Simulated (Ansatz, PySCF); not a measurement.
Breaking a bond: HF, singlet.

UHF/cc-pVDZ (PySCF); RHF/cc-pVDZ (PySCF); UKS-M06-2X = unrestricted M06-2X/cc-pVDZ run with PySCF 2.14.0; RKS-M06-2X = restricted M06-2X/cc-pVDZ in PySCF; UKS-r2SCAN = unrestricted r2SCAN/cc-pVDZ in PySCF 2.14.0; RKS-r2SCAN = PySCF with restricted r2SCAN/cc-pVDZ; UKS-wB97X-V = unrestricted wB97X-V/cc-pVDZ (PySCF); RKS-wB97X-V = restricted wB97X-V/cc-pVDZ in PySCF; UKS-PBE = unrestricted PBE/cc-pVDZ run with Ansatz (a program for electronic structure); RKS-PBE = restricted PBE/cc-pVDZ (Ansatz); UKS-B3LYP/6-31G* = PySCF with unrestricted B3LYP/6-31G*, spherical d; RKS-B3LYP/6-31G* = restricted B3LYP/6-31G*, spherical d in PySCF.

Scanned distances (Å): 0.69, 0.73, 0.79, 0.82, 0.87, 0.89, 0.92, 0.95, 0.98, 1.02, 1.08, 1.15, 1.24, 1.37, 1.50, 1.66, 1.85, 2.02, 2.27, 2.46, 2.77, 3.26, 3.66.

Where does the unrestricted solution first break spin symmetry (<S²> of 0.01 or more)?

UHF: between 1.24 and 1.37 Å; UKS-M06-2X: between 1.50 and 1.66 Å; UKS-r2SCAN: between 1.50 and 1.66 Å; UKS-wB97X-V: between 1.50 and 1.66 Å; UKS-PBE: between 1.66 and 1.85 Å; UKS-B3LYP/6-31G*: between 1.50 and 1.66 Å.

```csv
R / Å,<S²> UHF,E(RHF) − E(UHF) / kJ/mol,<S²> UKS-M06-2X,E(RKS-M06-2X) − E(UKS-M06-2X) / kJ/mol,<S²> UKS-r2SCAN,E(RKS-r2SCAN) − E(UKS-r2SCAN) / kJ/mol,<S²> UKS-wB97X-V,E(RKS-wB97X-V) − E(UKS-wB97X-V) / kJ/mol,<S²> UKS-PBE,E(RKS-PBE) − E(UKS-PBE) / kJ/mol,<S²> UKS-B3LYP/6-31G*,E(RKS-B3LYP/6-31G*) − E(UKS-B3LYP/6-31G*) / kJ/mol
0.69,0.00,0.0,0.00,0.0,0.00,0.0,0.00,0.0,0.00,0.0,0.00,0.0
0.73,0.00,0.0,0.00,0.0,0.00,0.0,0.00,0.0,0.00,0.0,0.00,0.0
0.79,0.00,0.0,0.00,0.0,0.00,0.0,0.00,0.0,0.00,0.0,0.00,0.0
0.82,0.00,0.0,0.00,0.0,0.00,0.0,0.00,0.0,0.00,0.0,0.00,0.0
0.87,0.00,0.0,0.00,0.0,0.00,0.0,0.00,0.0,0.00,0.0,0.00,0.0
0.89,0.00,0.0,0.00,0.0,0.00,0.0,0.00,0.0,0.00,0.0,0.00,0.0
0.92,0.00,0.0,0.00,0.0,0.00,0.0,0.00,0.0,0.00,0.0,0.00,0.0
0.95,0.00,0.0,0.00,0.0,0.00,0.0,0.00,0.0,0.00,0.0,0.00,0.0
0.98,0.00,0.0,0.00,0.0,0.00,0.0,0.00,0.0,0.00,0.0,0.00,0.0
1.02,0.00,0.0,0.00,0.0,0.00,0.0,0.00,0.0,0.00,0.0,0.00,0.0
1.08,0.00,0.0,0.00,0.0,0.00,0.0,0.00,0.0,0.00,0.0,0.00,0.0
1.15,0.00,0.0,0.00,0.0,0.00,0.0,0.00,0.0,0.00,0.0,0.00,0.0
1.24,0.00,0.0,0.00,0.0,0.00,0.0,0.00,0.0,0.00,0.0,0.00,0.0
1.37,0.28,10.4,0.00,0.0,0.00,0.0,0.00,0.0,0.00,0.0,0.00,0.0
1.50,0.57,58.4,0.00,0.0,0.00,0.0,0.00,0.0,0.00,0.0,0.00,0.0
1.66,0.77,138.1,0.18,2.6,0.24,6.2,0.22,4.5,0.00,0.0,0.19,4.2
1.85,0.88,235.5,0.60,39.1,0.48,31.6,0.55,37.7,0.32,7.4,0.48,28.6
2.02,0.94,315.7,0.77,86.5,0.64,59.4,0.73,79.0,0.54,26.6,0.65,58.7
2.27,0.97,417.2,0.89,152.2,0.79,99.8,0.87,142.5,0.72,58.9,0.80,103.6
2.46,0.99,481.5,0.94,195.5,0.85,126.5,0.93,187.6,0.79,81.0,0.87,134.2
2.77,1.00,565.2,0.00,—,0.92,—,0.98,251.0,0.86,110.0,0.93,175.2
3.26,1.00,656.0,0.00,—,0.97,—,1.00,324.5,0.91,139.1,0.98,219.8
3.66,1.00,704.1,0.00,—,0.99,—,1.00,365.2,0.93,152.4,1.00,242.0
```

Dashes: no converged value, or the column stops at the first point that the program doubted or that broke a chosen test of continuity, which isn't proof of a fault.
